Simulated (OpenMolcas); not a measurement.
**A ladder of methods for CH2BN (SMILES BC#N)**

CH2BN: 5 atoms, total charge 0, spin state singlet. As SMILES, `BC#N`. The coordinates come from a PBE0-D4/def2-TZVP relaxation.

```xyz
5

B    -0.2192    0.4413   -0.3419
C     0.3527   -0.6967    0.4907
N     0.7865   -1.5596    1.1222
H    -0.7443    0.1874   -1.3776
H    -0.1259    1.5540    0.0653
```

Quantity: the energy change with the B1–H4 bond stretched from 1.189 to 2.615 Å, in eV. The values are calculated.

| level | kind | program | value (eV) | CPU time (all runs) |
| --- | --- | --- | --- | --- |
| SVWN5/def2-TZVP (restricted) | LDA | OpenMolcas | 4.27 | 61 s |
| PBE/def2-TZVP (restricted) | GGA | OpenMolcas | 4.25 | 72 s |
| revPBE/def2-TZVP (restricted) | GGA | OpenMolcas | 4.22 | 71 s |
| M06-L/def2-TZVP (restricted) | meta-GGA | OpenMolcas | 4.59 | 89 s |
| TPSS/def2-TZVP (restricted) | meta-GGA | OpenMolcas | 4.45 | 94 s |
| r2SCAN/def2-TZVP (restricted) | meta-GGA | OpenMolcas | 4.50 | 89 s |
| B3LYP/def2-TZVP (restricted) | global hybrid | OpenMolcas | 4.55 | 64 s |
| B2PLYP/def2-TZVP (restricted) | double hybrid | OpenMolcas | 4.64 | 58 s |

The first shape isn't each level's own minimum. The values span 4.22 to 4.64 eV. Times are those of the runs behind each value, whatever else they computed, on shared processors of several kinds: orders of magnitude only.
